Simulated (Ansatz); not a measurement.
# Si2NH6 (SMILES [SiH2]N[SiH3]): U-wB97M-V/cc-pVDZ

Aim: the vertical ionisation energy of Si2NH6 at U-wB97M-V/cc-pVDZ, from 2 runs. 

Program for the calculation: Ansatz 0.2.0.

60 further runs of the same task are left out: 60 set aside as unsound or not needed.

### 1 The system as given

Si2NH6: 9 atoms, total charge 0, spin state doublet. SMILES: `[SiH2]N[SiH3]`. The coordinates come from a PBE0-D4/def2-TZVP relaxation. This is one conformer, not always the lowest.

Bond lengths: Si1–N2 1.730 Å, N2–Si3 1.731 Å, Si1–H4 1.491 Å, Si1–H5 1.494 Å, N2–H6 1.011 Å, Si3–H7 1.488 Å, Si3–H8 1.483 Å, Si3–H9 1.488 Å. Some angles: Si1–N2–Si3 128.1°, Si1–N2–H6 115.1°, Si3–N2–H6 116.2°, N2–Si1–H4 107.7°, N2–Si1–H5 108.7°, N2–Si3–H7 111.1°, N2–Si3–H8 107.0°, N2–Si3–H9 112.0°, H4–Si1–H5 110.7°, H7–Si3–H8 109.8°.

### 2 A single-point energy at U-wB97M-V/cc-pVDZ

input.yaml reads:

```yaml
crystal:
  periodic: [false, false, false]
  atoms:
    - {symbol: Si, position_ang: [-1.200900, 0.925300, -0.948400]}
    - {symbol: N, position_ang: [0.196900, 0.625800, 0.025200]}
    - {symbol: Si, position_ang: [0.611700, -0.820500, 0.880200]}
    - {symbol: H, position_ang: [-1.616500, -0.372000, -1.554500]}
    - {symbol: H, position_ang: [-0.842900, 1.913400, -2.010900]}
    - {symbol: H, position_ang: [0.764100, 1.439300, 0.222200]}
    - {symbol: H, position_ang: [1.982600, -1.276500, 0.525400]}
    - {symbol: H, position_ang: [-0.378200, -1.853400, 0.488500]}
    - {symbol: H, position_ang: [0.571600, -0.627700, 2.355400]}
basis:
  gaussian:
    orbitals: cc-pVDZ
hamiltonian:
  xc: {name: wB97M-V}
magnetization:
  spin_polarized: true
  initial_magnetization: 1
output: {orbitals: {seedname: orbitals}}
accuracy: high
```

Launch:

```
ansatz run input.yaml --threads 1 --pin off --max-ram 3480MiB --events-out events.jsonl --progress --plain --runs-dir runs
```

Log:

```text
Warning: RAYON_NUM_THREADS=1 ignored (pool sized by the plan → 1); use --threads N
Functional definition: wB97M-V
  name "wB97M-V"
  parameter omega = 0.3/bohr
  parameter cx = 0.15
  parameter cx01 = 1.007
  parameter cx10 = 0.259
  parameter css00 = 0.443
  parameter css04 = -1.437
  parameter css10 = -4.535
  parameter css20 = -3.390
  parameter css43 = 4.278
  parameter cos00 = 1.000
  parameter cos10 = 1.358
  parameter cos20 = 2.924
  parameter cos21 = -8.812
  parameter cos60 = -1.390
  parameter cos61 = 9.142
  parameter b = 6.0
  parameter c = 0.01
  gx(w, u) = 1 - cx + cx01*u + cx10*w
  gss(w, u) = css00 + css04*u^4 + css10*w + css20*w^2 + css43*w^4*u^3
  gos(w, u) = cos00 + cos10*w + (cos20 + cos21*u)*w^2 + (cos60 + cos61*u)*w^6
  exchange = spin_sum(e_x_unif_sr(omega)*gx(b97_w, b97_u_x)) + cx*exact_x_sr(omega) + exact_x_lr(omega)
  correlation = spin_sum(e_c_pw_mod_same_spin*gss(b97_w, b97_u_same))
      + integral(e_c_pw_mod_opposite_spin*gos(b97_w_opposite, b97_u_opposite)) + vv10(b, c)
1930 factors; integrals over basis functions are off by at most 3.8e-9 eV
390 factors; integrals over basis functions are off by at most 2.4e-9 eV
mean field evaluation 1: about -17336.5250 eV, gradient 2.9e1 eV
mean field evaluation 2: about -17335.7770 eV, gradient 3.1e1 eV
mean field evaluation 4: about -17339.8561 eV, gradient 3.4e-1 eV
mean field evaluation 8: about -17339.9476 eV, gradient 4.6e-2 eV
mean field evaluation 16: about -17339.9477 eV, gradient 1.7e-4 eV
mean field -17339.94773539 eV, -637.2313258367 hartree, gradient 8.5e-8 eV, S^2 0.751492; 0 other end points of the search recorded, 0 dependent functions left out
reference -17339.94774002 eV, -637.2313260070 hartree; 21, 20 occupied and 59, 60 virtual orbitals, 1930 factors
Total energy: -17339.94774002 eV, -637.2313260070 hartree
```

Wall time 1.8 min (1 thread of Arm Neoverse V1, shared host); peak memory 0.97 GiB.

### 3 The singlet cation, same level

in.yaml reads:

```yaml
crystal:
  periodic: [false, false, false]
  atoms:
    - {symbol: Si, position_ang: [-1.200900, 0.925300, -0.948400]}
    - {symbol: N, position_ang: [0.196900, 0.625800, 0.025200]}
    - {symbol: Si, position_ang: [0.611700, -0.820500, 0.880200]}
    - {symbol: H, position_ang: [-1.616500, -0.372000, -1.554500]}
    - {symbol: H, position_ang: [-0.842900, 1.913400, -2.010900]}
    - {symbol: H, position_ang: [0.764100, 1.439300, 0.222200]}
    - {symbol: H, position_ang: [1.982600, -1.276500, 0.525400]}
    - {symbol: H, position_ang: [-0.378200, -1.853400, 0.488500]}
    - {symbol: H, position_ang: [0.571600, -0.627700, 2.355400]}
basis:
  gaussian:
    orbitals: cc-pVDZ
total_charge: 1
hamiltonian:
  xc: {name: wB97M-V}
accuracy: high
output: {orbitals: {seedname: orbitals}}
```

Launch:

```
ansatz run in.yaml --threads 1 --pin off --max-ram 3480MiB --events-out events.jsonl --progress --plain --runs-dir runs
```

Log, shortened:

```text
Warning: RAYON_NUM_THREADS=1 ignored (pool sized by the plan → 1); use --threads N
[... 2 set-up lines as earlier in the session ...]
[...]
  gx(w, u) = 1 - cx + cx01*u + cx10*w
  gss(w, u) = css00 + css04*u^4 + css10*w + css20*w^2 + css43*w^4*u^3
  gos(w, u) = cos00 + cos10*w + (cos20 + cos21*u)*w^2 + (cos60 + cos61*u)*w^6
[...]
      + integral(e_c_pw_mod_opposite_spin*gos(b97_w_opposite, b97_u_opposite)) + vv10(b, c)
1929 factors; integrals over basis functions are off by at most 3.8e-9 eV
390 factors; integrals over basis functions are off by at most 2.4e-9 eV
[...]
mean field -17332.56058789 eV, -636.9598531734 hartree, gradient 2.1e-8 eV, S^2 0.000000; 0 other end points of the search recorded, 0 dependent functions left out
reference -17332.56059272 eV, -636.9598533510 hartree; 20, 20 occupied and 60, 60 virtual orbitals, 1929 factors
Total energy: -17332.56059272 eV, -636.9598533510 hartree
```

Wall time 73 s (1 thread of Arm Neoverse V1, shared host); peak memory 0.53 GiB.

### 4 Results

Level: U-wB97M-V/cc-pVDZ.

```
                                          quantity          value
                      doublet Si2NH6: total energy  -637.23133 Eh
doublet Si2NH6: HOMO energy (highest over α and β)       -7.13 eV
 doublet Si2NH6: LUMO energy (lowest over α and β)       -0.12 eV
                              doublet Si2NH6: ⟨S²⟩          0.751
                      singlet cation: total energy  -636.95985 Eh
                       singlet cation: HOMO energy      -15.64 eV
                       singlet cation: LUMO energy       -7.58 eV
                     singlet cation: HOMO–LUMO gap        8.05 eV
vertical ionisation energy (to the singlet cation)       7.387 eV
```

In words: The vertical ionisation energy comes to 7.39 eV (713 kJ/mol). Only the singlet of the ionised species was computed; a triplet could lie lower.
